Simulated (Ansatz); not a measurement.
`[AlH2][NH][SiH3]` at its PBE0-D4/def2-TZVP geometry, where that method's forces vanish. Charge 0, multiplicity 1.

| atom | x (Å) | y (Å) | z (Å) |
| --- | --- | --- | --- |
| Al1 | 0.1506 | 1.2302 | 1.2797 |
| N2 | -0.4201 | 0.4354 | -0.2100 |
| Si3 | 0.0421 | -1.0856 | -0.8843 |
| H4 | 1.2368 | 0.4834 | 2.1513 |
| H5 | -0.4705 | 2.6421 | 1.6366 |
| H6 | -1.1157 | 0.9394 | -0.7459 |
| H7 | -1.1111 | -2.0218 | -1.0022 |
| H8 | 1.0580 | -1.6815 | 0.0208 |
| H9 | 0.6299 | -0.9415 | -2.2460 |

(1) For each bond, give half the difference of the two atoms' forces along it (eV/Å; positive pushes the atoms apart) under PBE-D4, r2SCAN-D4, B3LYP-D4, ωB97M-V in def2-TZVPP. (Best estimate.)

## Answers

(1) Ansatz gave: 
```tsv
bond	length (Å)	PBE-D4	r2SCAN-D4	B3LYP-D4	ωB97M-V
Al1–N2	1.782	0.07	0.02	0.08	0.09
Al1–H4	1.580	0.00	-0.03	-0.08	-0.12
Al1–H5	1.583	0.00	-0.04	-0.10	-0.13
N2–Si3	1.727	0.14	0.04	0.14	0.13
N2–H6	1.012	0.20	0.03	-0.02	-0.04
Si3–H7	1.490	0.03	-0.03	-0.09	-0.13
Si3–H8	1.485	0.04	-0.03	-0.08	-0.11
Si3–H9	1.490	0.03	-0.03	-0.09	-0.13
```

B3LYP here is the variant with VWN-RPA as its local correlation; programs differ in this.
